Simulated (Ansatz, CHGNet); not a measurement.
For zinc-blende GaAs, the machine-learned potential CHGNet-r²SCAN (trained on r²SCAN data) gives:

```
Quantity                     Result
-------------------------  --------
lattice parameter a         5.667 Å
elastic constant C11       65.7 GPa
elastic constant C44       11.7 GPa
polycrystal shear modulus  9.67 GPa
```

**Question.** What does Hartree–Fock (Ansatz, a first-principles code, PAW) give for the same quantities?

**Answer.** 
- lattice constant a: 5.755 Å (rises by 1.6 %)
- elastic constant C11: 136 GPa (rises by 110 %)
- elastic constant C44: 71.5 GPa (rises by 510 %)
- Voigt–Reuss–Hill shear modulus: 58.0 GPa (increases by 500 %)

For comparison: lattice constant a 5.64 Å (measured, static lattice: zero-point anharmonic expansion removed; as tabulated in Mejia-Rodriguez and Trickey (2018), arXiv:1807.09216); elastic constant C11 119 GPa (measured, temperature not stated, not corrected to a static lattice; as tabulated in Bastos et al. (2018), arXiv:1801.07526); elastic constant C44 60 GPa (measured, temperature not stated, no zero-point or thermal correction; as tabulated in Råsander and Moram (2015), arXiv:1505.02379).

Changes are worked out from the printed values.

Unless a cell is named, each level is at its own relaxed cell (CHGNet-r²SCAN 22.75, Hartree–Fock 23.82 Å³/atom).

Ansatz's density-functional and Hartree–Fock values are scalar-relativistic unless marked +SOC, with PAW data made under PBE.
